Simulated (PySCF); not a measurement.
These are PBE-D3(BJ)/def2-TZVP // B3LYP-D3(BJ)/def2-SVP (PySCF) values and carry that method's errors. All species are isolated molecules in the gas phase. 

Reference species (SMILES): `N` (neutral, multiplicity 1).

| Quantity | Result |
|---|---|
| HOMO–LUMO gap | 6.26 eV |
| dipole moment | 1.75 D |

Changed species: `S` (free base H2S; the reference has free base NH3).

Question: Predict the effect on the HOMO–LUMO gap and dipole moment.

Answer: the HOMO–LUMO gap falls by 0.57 eV, to 5.69 eV; the dipole moment falls by 0.62 D, to 1.13 D.
